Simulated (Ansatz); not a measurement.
# Equilibrium of CH8AlN ⇌ CH6AlN + H2 at process temperatures

Species: CH8AlN `C[NH2+][AlH3-]`, singlet; CH6AlN `C[NH][AlH2]`, singlet; H2, singlet. This is a balance of energies; it says nothing on the path, which may need atoms to shift.

The electronic reaction energy at CCSD(T)/CBS estimate is +55.7 kJ/mol. Shapes: PBE0-D4/def2-TZVP. Programs: Ansatz 0.2.0. Enthalpy and entropy come from rigid-rotor, harmonic-oscillator sums on unscaled PBE0-D4/def2-TZVP wavenumbers, ideal gases at 1 bar. Symmetry numbers: CH8AlN 1, CH6AlN 1, H2 2. R = 8.3145 J/(mol K).

| T (K) | ΔH (kJ/mol) | ΔS (J/(mol K)) |
| --- | --- | --- |
| 400 | +37.1 | +116.9 |
| 600 | +38.7 | +120.1 |
| 800 | ? | ? |

Question: Work out ln K at 400 and 600 K, and from these estimate it at 800 K.

Answer: 
1. 400 K: ΔG = +37.1 − 400 × (+116.9)/1000 = -9.7 kJ/mol; ln K = −ΔG/RT = +2.92.
2. 600 K: ΔG = +38.7 − 600 × (+120.1)/1000 = -33.4 kJ/mol; ln K = −ΔG/RT = +6.70.
3. Slope against 1000/T: (+6.70 − (+2.92))/(1.6667 − 2.5000) = -4.54, that is −ΔH/R with ΔH near +38 kJ/mol.
4. 800 K: ln K = +2.92 + (-4.54) × (1.2500 − 2.5000) = +8.59.

The full sums give ΔH = +38.9 kJ/mol, ΔS = +120.5 J/(mol K), ΔG = -57.5 kJ/mol and ln K = +8.64 at 800 K, so the line is off by -0.05 in ln K; without rounding the miss is -0.05, from the change of ΔH with temperature. ΔG stays too near zero to say which side is favoured. The number of molecules rises, which sets the sign of ΔS, and lower pressure favours the products. An error of 10 kJ/mol in the energy moves ln K by 1.5 at 800 K. Soft modes are treated as harmonic, which can err either way at these temperatures; the lowest are those of CH8AlN (104 cm⁻¹), CH6AlN (179 cm⁻¹). The CBS estimate extrapolates MP2 from def2-TZVPP and def2-QZVPP and adds CCSD(T) − MP2 in the triple-zeta set, cores frozen; for H2 it overshoots the exact energy by about 1 mEh.
